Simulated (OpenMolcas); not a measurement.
**C2HFN+ (SMILES Fc1[cH+]n1): FNO-MP2/ANO-L-MB (Cholesky decomposition, electric field -0.01 a.u., field axis y, virtual fraction 0.4)**

What is the energy change on altering one bond length of C2HFN+ at FNO-MP2/ANO-L-MB (Cholesky decomposition, electric field -0.01 a.u., field axis y, virtual fraction 0.4)? 

Program for the calculation: OpenMolcas 26.06.

5 further runs of the same task are left out: 1 that didn't finish, 4 set aside as unsound or not needed.

**1. The molecule**

The species is C2HFN+ (5 atoms), meant as a singlet with charge +1. SMILES: `Fc1[cH+]n1`. Geometry: relaxed at GFN2-xTB.

Bond lengths: F1–C2 1.237 Å, C2–C3 1.374 Å, C2–N4 1.339 Å, C3–N4 1.333 Å, C3–H5 1.083 Å. Angles: F1–C2–C3 154.3°, F1–C2–N4 146.9°, C3–C2–N4 58.8°, C2–C3–N4 59.3°, C2–N4–C3 61.9°, C2–C3–H5 155.9°, N4–C3–H5 144.8°.

**2. The energy at FNO-MP2/ANO-L-MB (Cholesky decomposition, electric field -0.01 a.u., field axis y, virtual fraction 0.4)**

The input, mol.xyz:

```xyz
5

F      0.149560    -1.546570     1.034770
C     -0.050600    -0.614570     0.246480
C      0.095300     0.673310    -0.210680
N     -0.656780    -0.204000    -0.874210
H      0.462520     1.691830    -0.196360
```

The input, run.input:

```
&gateway
  coord=mol.xyz
  basis=ANO-L-MB
  group=NoSym

&seward
  medium

&ffpt
  dipole
  Y 0.01

&scf
  charge=1
  prorbitals=1 2

&mbpt2
  fnomp2=0.4
  domp2
  frozen=4
```

Launch:

```
$ export MOLCAS_MEM=1860
$ pymolcas run.input > run.log
```

What it wrote:

```text
--- Start Module: gateway ---
[...]
--- Stop Module: gateway /rc=_RC_ALL_IS_WELL_ ---
[...]
      Basis functions           21
[...]
--- Start Module: scf ---
[...]
       Convergence after  14 Iterations
[...]
::    Total SCF energy                               -229.2250971567
[...]
      Total spin, S                                     0.0000000000
[...]
      Total electronic charge=   28.000000
      Total            charge=    1.000000
[...]
      Dipole Moment (debye):
      Origin of the operator (angstrom)=   -0.0923   -0.5142    0.1319
                   X=  1.0387E+00               Y=  3.3556E+00               Z= -2.9852E-01           Total=  3.5254E+00
      Center of Charge (angstrom)
[...]
--- Stop Module: scf /rc=_RC_ALL_IS_WELL_ ---
--- Start Module: mbpt2 ---
[...]
WARNING!
Default frozen orbitals as non valence orbitals is overwritten by user input.
Default values:   4
[...]
       Reference weight ( Cref**2 )         =        0.98080
::    Total MBPT2 energy                             -229.2786418041
[...]
--- Stop Module: mbpt2 /rc=_RC_ALL_IS_WELL_ ---
[...]
```

It took 2.6 s on 1 thread of Arm Neoverse V1, shared host; peak memory 0.22 GiB.

**3. The distorted shape, same level**

The input, mol.xyz:

```xyz
5

F     -0.034054    -2.055841     1.027610
C     -0.234214    -1.123841     0.239320
C     -0.088314     0.164039    -0.217840
N     -0.840394    -0.713271    -0.881370
H      0.462520     1.691830    -0.196360
```

The input, run.input:

```
* C2HFN FNO-MP2
&GATEWAY
Coord=mol.xyz
Basis=ANO-L-MB
Group=NoSym
&SEWARD
Medium
&FFPT
Dipole
Y 0.01
&SCF
Charge=1
PrOrbitals=1 2
&MBPT2
FNOMP2=0.4
DoMP2
Frozen=4
```

Launch:

```
$ export MOLCAS_MEM=1860
$ pymolcas run.input > run.log
```

What it wrote:

```text
--- Start Module: gateway ---
[...]
--- Stop Module: gateway /rc=_RC_ALL_IS_WELL_ ---
[...]
      Basis functions           21
[...]
--- Start Module: scf ---
[...]
       Convergence after  14 Iterations
[...]
::    Total SCF energy                               -229.1859389280
[...]
      Total spin, S                                     0.0000000000
[...]
      Total electronic charge=   28.000000
      Total            charge=    1.000000
[...]
      Dipole Moment (debye):
      Origin of the operator (angstrom)=   -0.2727   -1.0146    0.1248
                   X=  1.8278E+00               Y=  5.6552E+00               Z= -3.3149E-01           Total=  5.9524E+00
      Center of Charge (angstrom)
[...]
--- Stop Module: scf /rc=_RC_ALL_IS_WELL_ ---
--- Start Module: mbpt2 ---
[...]
WARNING!
Default frozen orbitals as non valence orbitals is overwritten by user input.
Default values:   4
[...]
       Reference weight ( Cref**2 )         =        0.98101
::    Total MBPT2 energy                             -229.2430888234
[...]
--- Stop Module: mbpt2 /rc=_RC_ALL_IS_WELL_ ---
[...]
```

It took 2.8 s on 1 thread of Arm Neoverse V1, shared host; peak memory 0.22 GiB.

**4. Outcome**

At FNO-MP2/ANO-L-MB (Cholesky decomposition, electric field -0.01 a.u., field axis y, virtual fraction 0.4), 4 core orbitals frozen:

| quantity | value |
| --- | --- |
| first shape: total energy | -229.27864 Eh |
| first shape: HOMO–LUMO gap (Hartree–Fock orbitals) | 15.36 eV |
| first shape: correlation energy (4 core orbitals frozen) | -53.5 mEh |
| distorted shape: total energy | -229.24309 Eh |
| distorted shape: HOMO–LUMO gap (Hartree–Fock orbitals) | 15.49 eV |
| distorted shape: correlation energy (4 core orbitals frozen) | -57.1 mEh |
| energy change with the C3–H5 bond stretched from 1.083 to 1.624 Å | 0.967 eV |

In words: With the C3–H5 bond stretched from 1.083 to 1.624 Å the energy rises by 0.97 eV (93.3 kJ/mol). The first shape isn't relaxed at this level, so the change isn't measured from a minimum. The minimal basis adds a large error of its own. Mulliken charges (first shape) of the mean-field density run from -0.13 on F1 to +0.67 on C2.
